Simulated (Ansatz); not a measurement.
BF3 (SMILES FB(F)F) moved off its minimum; all values from Ansatz (an electronic-structure program), cores frozen in correlated methods.
(charge 0, multiplicity 1)
```xyz
4

B     -0.1448     0.0669     0.0134
F     -1.1010    -0.6776    -0.0258
F      0.1617     1.0954    -0.5998
F      1.1085    -0.5483     0.4248
```

Question: Give the forces (eV/Å), the total energy and the dipole at CCSD(T)/aug-cc-pVTZ.

Answer: 
```csv
atom,Fx,Fy,Fz
B1,8.734,-2.798,1.503
F2,-5.480,-2.708,0.233
F3,-0.647,4.724,-2.046
F4,-2.607,0.783,0.310
```
Energy -324.1724 hartree, dipole 1.86 D.
